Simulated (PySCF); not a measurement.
**Structure elucidation problem**

Molecular formula: C4H10O. Simulated spectra:

$^{1}$H NMR (500 MHz, computed): δ 3.58 (d, J = 5.8 Hz, 2H), 1.20 (sept of t, J = 6.8, 5.8 Hz, 1H), 0.99 (d, J = 6.8 Hz, 6H), -0.29 (br s, 1H).

$^{13}$C{$^{1}$H} NMR (computed): δ 74.7 (CH2), 38.4 (CH), 20.7 (CH3).

How the numbers were obtained: shieldings: GIAO PBE0/pcSseg-1, B3LYP/pcJ-1 coupling constants (without the spin–dipole term), geometry: GFN2-xTB, in PySCF 2.14 (no relativistic terms, rapidly exchanging positions averaged, in vacuum, single conformer).

Referencing at the same level of theory: $^{1}$H (σ = 31.72 ppm), $^{13}$C (σ = 186.93 ppm) against TMS.

What is the structure?

Answers


1. Rings plus π bonds: 0.
2. 3 carbon signals for 4 carbons: some carbons are equivalent by symmetry or fast rotation.
3. Carbon types of the structure: 1 × CH, 1 × CH2, 2 × CH3, leaving 1 H on heteroatoms.
4. δC 74.7: sp3 CH2 bonded to O; deshielded by the electronegative neighbour.
5. δC 38.4: sp3 CH; a saturated carbon with 3 carbon neighbours and no heteroatom attached.
6. δC 20.7: methyl carbon; saturated and bonded to C and H only.
7. δH 3.58: hydrogen on an sp3 CH2 bonded to O; its carbon carries O, hence the downfield position.
8. δH 1.20: hydrogen on an sp3 CH.
9. δH 0.99: hydrogen on a methyl carbon; far from electronegative atoms and π systems.
10. δH -0.29: hydrogen on an alcohol oxygen; labile proton, position sensitive to the medium.
11. The protons at 0.99 and 1.20 share a coupling of 6.8 Hz (vicinal).
12. The protons at 1.20 and 3.58 share a coupling of 5.8 Hz (vicinal).

The compound is `CC(C)CO`.

The data come from this structure; uniqueness wasn't tested.

OH/NH shifts are gas-phase values; hydrogen bonding in solution moves them, usually downfield. Multiplet labels drop couplings under 1 Hz and merge nearly equal ones. Unscaled 3J(H,H) at this level run about 10 % above measured values. Shifts are as computed. Against solution values, carbons near 30 ppm lie about +3 ppm off and those near 130 ppm about +5 ppm. Of 1211 compounds with measured shifts, 218 miss one by over three times the rms of a fit or turn the order of signals round; such compounds aren't used in these exercises. Couplings to exchangeable protons are dropped. Across freely rotating sp3–sp3 bonds, 3J(H,H) is taken as (2 J gauche + J anti)/3 from the one conformer, which assumes equal rotamer populations.
